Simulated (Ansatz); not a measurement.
## BSiHO, triplet in cc-pVDZ: errors against UCCSDT(Q)

Geometry: displaced at random from a stationary point.

```yaml
atoms:
  - { symbol: O, position_ang: [0.0763, -0.6650, 0.7807] }
  - { symbol: B, position_ang: [-0.0886, 0.5875, 1.1064] }
  - { symbol: Si, position_ang: [-0.0119, 0.1060, -0.9420] }
  - { symbol: H, position_ang: [0.0712, 1.3017, 1.9886] }
```

Basis cc-pVDZ; Ansatz 0.2.0. Correlated methods freeze the noble-gas cores, which leaves 14 electrons in 44 orbitals. Prefix R: restricted or restricted open-shell reference; prefix U: unrestricted.

Full CI isn't at hand for all of this; UCCSDT(Q) serves as the reference, and is uncertain by the last step of the cluster series or more. The frozen core follows each run's orbitals, which can shift R against U totals by a few meV.

For open shells CISD is restricted-active-space CI with the open shells as a complete middle space.

```
UHF ⟨S²⟩                          : 2.061
T1 diagnostic (RCCSD)             : 0.0283
largest doubles amplitude (RCCSD) : 0.044
T1 diagnostic (UCCSD)             : 0.0283
```

```json
{"level": "UHF", "E − E(RHF) (eV)": "-0.1948"}
{"level": "RMP2", "E − E(RHF) (eV)": "-8.9815"}
{"level": "UMP2", "E − E(RHF) (eV)": "-8.9206"}
{"level": "RCCSD", "E − E(RHF) (eV)": "-9.6069"}
{"level": "UCCSD", "E − E(RHF) (eV)": "-9.6118"}
{"level": "RCCSD(T)", "E − E(RHF) (eV)": "-9.9621"}
{"level": "UCCSD(T)", "E − E(RHF) (eV)": "-9.9603"}
```

(1) Estimate how far UCCSDT(Q) in cc-pVDZ lies from RCCSD(T). The table doesn't fix it; the size of (T) and the diagnostics are the guide.

(1) UCCSDT(Q) in cc-pVDZ lies 1.54 kcal/mol below RCCSD(T), which is 19 % of the (T) step (-8.19 kcal/mol). The diagnostics are small and the rest is a small part of (T), but (T) is large here. The miss exceeds 1 kcal/mol.

The other levels:

| level | E − E(UCCSDT(Q)) (kcal/mol) | share of correlation (%) | wall time |
| --- | --- | --- | --- |
| CISD | 31.74 | 86.28 | 4.8 s |
| BCCD(T) | 1.45 | 99.37 | 3.2 s |
| RCCSDT | 0.82 | 99.64 | – |
| UCCSDT | 0.81 | 99.65 | – |
| RCCSDT(Q) | 0.16 | 99.93 | 2.5 min |

The correlation energy at UCCSDT(Q), counted from RHF, is -10.029 eV. That run took 2.4 min on 1 thread of Arm Neoverse V2, shared host.

Times hold each run's SCF and search for its determinant on a shared host, so for small cases they say little of a method's own cost; they ran on 1 thread of Arm Neoverse V2. Some runs computed forces too.
